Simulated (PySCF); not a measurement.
**Functional benchmark on one molecule**

Molecule: SMILES C=COC(C)=O, C4H6O2.

Atoms are numbered as in `[CH2:1]=[CH:2][O:3][C:4]([CH3:5])=[O:6]`. Each H is labelled by its parent atom. Ha(C1) is cis to O3; Hb(C1) is trans to O3.

Geometry PBE0-D3(BJ)/def2-SVP throughout; GIAO in PySCF 2.14, gas phase, one conformer, non-relativistic; equivalent atoms averaged; basis pcSseg-2.

Reference values (measured; solution, not stated per compound (mostly CDCl3 or CCl4); Pretsch, Buehlmann, Badertscher, Structure Determination of Organic Compounds, 4th ed. (2009)): δ(H(C2)) = 7.28 ppm, δ(Hb(C1)) = 4.56 ppm, δ(Ha(C1)) = 4.88 ppm. Computed shifts are taken against TMS, calculated as an isolated molecule at each level.

Problem. How do the functionals HF, LDA, PBE, BLYP, BP86, OPBE, KT2, KT3, B97-D, B3LYP, PBE0, mPW1PW91, WP04, B97-2, BHandHLYP, CAM-B3LYP, wB97X-D, LC-wPBE perform against the reference? Times are CPU seconds on shared hosts with different chips, so compare them loosely.

Solution. 
```
functional                    kind  H(C2)  Hb(C1)  Ha(C1)  mean abs. error H  core-s
        HF            Hartree–Fock   7.82    4.65    5.06               0.27      21
       LDA                     LDA   8.06    4.72    5.07               0.38      38
       PBE                     GGA   8.01    4.58    4.95               0.27      48
      BLYP                     GGA   8.00    4.51    4.92               0.27      48
      BP86                     GGA   8.00    4.57    4.94               0.26      44
      OPBE                     GGA   7.98    4.59    4.91               0.25      46
       KT2                     GGA   7.95    4.40    4.81               0.30      47
       KT3                     GGA   7.92    4.39    4.78               0.30      48
     B97-D                     GGA   7.98    4.50    4.88               0.25      47
     B3LYP           global hybrid   7.95    4.58    4.97               0.26      35
      PBE0           global hybrid   7.95    4.65    5.00               0.29      35
  mPW1PW91           global hybrid   7.94    4.64    4.99               0.28      35
      WP04           global hybrid   7.70    4.49    4.81               0.19      58
     B97-2           global hybrid   7.92    4.59    4.95               0.25      51
 BHandHLYP           global hybrid   7.89    4.64    5.02               0.28      54
 CAM-B3LYP  range-separated hybrid   7.97    4.66    5.06               0.32      57
   wB97X-D  range-separated hybrid   7.94    4.68    5.04               0.31      53
   LC-wPBE  range-separated hybrid   7.97    4.80    5.14               0.40      77
```

For $^{1}$H the closest is WP04 (0.19 ppm) and the furthest LC-wPBE (0.40 ppm). One molecule is a small sample, and vibrational and solvent effects are absent from the calculation.
